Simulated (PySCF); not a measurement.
Molecule: `InChI=1S/C4H7N/c1-3-4(2)5/h1,4H,5H2,2H3/t4-/m1/s1`.

Molfile (atoms numbered from 1):
```
C4H7N
     RDKit          3D

 12 11  0  0  0  0  0  0  0  0999 V2000
    1.2106    2.1897    0.1478 C   0  0  0  0  0  0  0  0  0  0  0  0
    0.5229    1.2018    0.0182 C   0  0  0  0  0  0  0  0  0  0  0  0
   -0.3150    0.0117   -0.1627 C   0  0  1  0  0  0  0  0  0  0  0  0
    0.4738   -1.2631    0.1277 C   0  0  0  0  0  0  0  0  0  0  0  0
   -1.4686    0.0816    0.7250 N   0  0  0  0  0  0  0  0  0  0  0  0
    1.8240    3.0630    0.2696 H   0  0  0  0  0  0  0  0  0  0  0  0
   -0.5933   -0.0048   -1.2402 H   0  0  0  0  0  0  0  0  0  0  0  0
    0.7949   -1.2690    1.1787 H   0  0  0  0  0  0  0  0  0  0  0  0
    1.3572   -1.3394   -0.5213 H   0  0  0  0  0  0  0  0  0  0  0  0
   -0.1607   -2.1462   -0.0477 H   0  0  0  0  0  0  0  0  0  0  0  0
   -1.9891    0.9403    0.5571 H   0  0  0  0  0  0  0  0  0  0  0  0
   -2.1003   -0.6898    0.5167 H   0  0  0  0  0  0  0  0  0  0  0  0
  1  2  3  0
  2  3  1  0
  3  4  1  0
  3  5  1  0
  1  6  1  0
  3  7  1  6
  4  8  1  0
  4  9  1  0
  4 10  1  0
  5 11  1  0
  5 12  1  0
M  END
```

Geometry PBE0-D3(BJ)/def2-SVP throughout; GIAO in PySCF, gas phase, one conformer, non-relativistic; equivalent atoms averaged; basis pcSseg-2.

Task: How do the absolute shieldings σ depend on the functional? (ppm; last column core-seconds on shared hosts with different chips, so compare them loosely; the GGAs took longer than the global hybrids here, which isn't the general rule, and the cause wasn't traced)

Result: 
```csv
functional,kind,C2,C1,C3,C4,N5,H7,H6,H8/H9/H10,H11/H12,core-s
HF,Hartree–Fock,101.3,112.7,155.0,165.4,219.5,28.25,29.24,30.43,30.87,12
LDA,LDA,80.4,101.5,134.2,154.0,206.9,26.14,29.06,29.55,30.10,27
PBE,GGA,85.8,106.6,133.4,152.8,204.0,26.65,29.44,29.95,30.51,33
BLYP,GGA,82.6,105.1,128.0,147.5,197.7,26.85,29.61,30.11,30.64,33
BP86,GGA,86.4,106.7,133.1,152.5,203.9,26.74,29.46,30.00,30.58,32
OPBE,GGA,94.6,113.4,139.6,159.1,211.8,26.73,29.48,30.00,30.59,34
KT2,GGA,96.3,115.1,136.9,155.9,203.9,26.55,29.15,29.94,30.45,48
KT3,GGA,97.5,116.6,136.0,155.1,203.9,26.80,29.42,30.11,30.61,37
B97-D,GGA,90.1,110.6,133.1,152.2,203.5,26.92,29.60,30.13,30.67,35
B3LYP,global hybrid,86.1,105.9,134.5,152.1,203.6,27.18,29.52,30.13,30.65,27
PBE0,global hybrid,90.2,107.9,140.9,157.9,210.6,27.10,29.36,30.02,30.57,26
mPW1PW91,global hybrid,90.0,107.5,140.1,157.3,210.1,27.18,29.41,30.07,30.62,27
WP04,global hybrid,86.9,103.2,125.2,145.4,196.9,27.63,29.89,30.38,30.81,29
B97-2,global hybrid,92.5,110.4,139.9,157.2,209.6,27.21,29.49,30.13,30.67,28
BHandHLYP,global hybrid,91.4,107.8,142.8,157.5,210.2,27.59,29.37,30.20,30.68,27
CAM-B3LYP,range-separated hybrid,87.1,105.6,139.5,155.6,208.8,27.34,29.37,30.08,30.60,32
wB97X-D,range-separated hybrid,90.2,107.4,141.5,157.8,211.0,27.41,29.39,30.13,30.67,36
LC-wPBE,range-separated hybrid,90.5,105.7,147.3,162.6,218.8,27.61,29.36,30.10,30.68,53
```

Task: Which nucleus moves most, in ppm?

Result: C3 (propargylic sp3 CH bonded to N): from 125.2 ppm with WP04 to 155.0 ppm with HF. The smallest spread is 0.77 ppm, at H11/H12. Proton shifts span only some 12 ppm, so a few tenths of a ppm matter as much there as several ppm in carbon.
